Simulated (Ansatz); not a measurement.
Ansatz (a quantum-chemistry and plane-wave program) input (MP2/def2-TZVPP): A basis named .json is the Basis Set Exchange file of that set (core-valence sets with the plain set on hydrogen).

Ansatz 0.2 input:
```yaml
crystal:
  periodic: [false, false, false]
  atoms:
    - {symbol: C, position_ang: [-0.01075073, 0.64443952, -0.00020773]}
    - {symbol: C, position_ang: [1.14148505, -0.05703999, 0.00113003]}
    - {symbol: F, position_ang: [-1.11822560, -0.31777191, -0.00099264]}
    - {symbol: H, position_ang: [1.19675056, -1.15149369, 0.00151889]}
    - {symbol: H, position_ang: [2.08287389, 0.48704365, 0.00188105]}
basis:
  gaussian:
    orbitals: def2-TZVPP
    fitting: {mean_field: def2-universal-jkfit, correlation: def2-SVP-RIFIT.json}
total_charge: -1
magnetization: {spin_polarized: false}
correlation: {method: mp2, electrons: outside_noble_gas}
```

Output:

```
Functional definition: HF
integrals: 0.03 GiB planned
263 factors; integrals over basis functions are off by at most 1.6e0 eV
172 factors; integrals over basis functions are off by at most 1.3e0 eV
mean field: 0.17 GiB planned
mean field evaluation 1: about -4795.8446 eV, gradient 2.7e1 eV
mean field evaluation 2: about -4797.2320 eV, gradient 1.7e1 eV
mean field evaluation 4: about -4797.7111 eV, gradient 7.5e-1 eV
mean field evaluation 8: about -4797.7141 eV, gradient 1.8e-6 eV
mean field -4797.71408670 eV, -176.3127406788 hartree, gradient 1.8e-6 eV, S^2 0.000000; 0 other end points of the search recorded, 0 dependent functions left out
3 core orbitals not correlated
reference -4797.71408670 eV, -176.3127406788 hartree; 9, 9 occupied and 109, 109 virtual orbitals, 172 factors
second order -15.87067857 eV of doubles, -0.00000000 eV of singles
Total energy: -4813.58476527 eV, -176.8959773588 hartree
```
